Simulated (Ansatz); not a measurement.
```yaml
crystal:
  periodic: [false, false, false]
  atoms:
    - {symbol: Ge, position_ang: [-1.136333, -0.255294, -0.002341]}
    - {symbol: Se, position_ang: [1.066128, 0.218277, 0.002152]}
    - {symbol: H, position_ang: [-1.625310, 1.299072, 0.000127]}
basis:
  gaussian: {orbitals: def2-TZVP}
magnetization: {spin_polarized: true, initial_magnetization: 1}
hamiltonian: {xc: pbe0}
relax: {f_tol: 0.004, max_steps: 80}
```

```sh
$ ansatz run in.yaml --threads 1 --pin off --events-out ev --progress --plain --max-ram 2176MiB
```

Steps of the relaxation (energy above the last step; positions in Å, forces in eV/Å):

```
3
step 1, 32.5 meV
Ge   -1.136   -0.255   -0.002    0.232    0.527    0.001
Se    1.066    0.218    0.002   -0.312   -0.104   -0.001
H    -1.625    1.299    0.000    0.080   -0.423   -0.001
```

```
3
step 2, 15.6 meV
Ge   -1.123   -0.228   -0.002    0.154    0.173    0.001
Se    1.066    0.206    0.002   -0.115   -0.073    0.000
H    -1.638    1.284    0.000   -0.039   -0.099    0.000
```

```
3
step 3, 2.8 meV
Ge   -1.068   -0.154   -0.002    0.269    0.037    0.001
Se    1.124    0.138    0.002   -0.294   -0.026   -0.001
H    -1.752    1.277    0.000    0.025   -0.011    0.000
```

```
3
step 7, 0.0 meV
Ge   -1.057   -0.146   -0.002    0.000    0.000    0.000
Se    1.117    0.134    0.002    0.000    0.000    0.000
H    -1.756    1.275    0.000    0.000    0.000    0.000
```

Close pairs at the end: Ge1–H3 1.584 Å, Ge1–Se2 2.192 Å.

A stationary point of unrestricted PBE0 after 7 steps, with ⟨S²⟩ = 0.759 against 0.75 for a pure state; no frequencies were run, so it isn't proven a minimum. 55 s on 1 thread of Arm Neoverse V2, shared host.
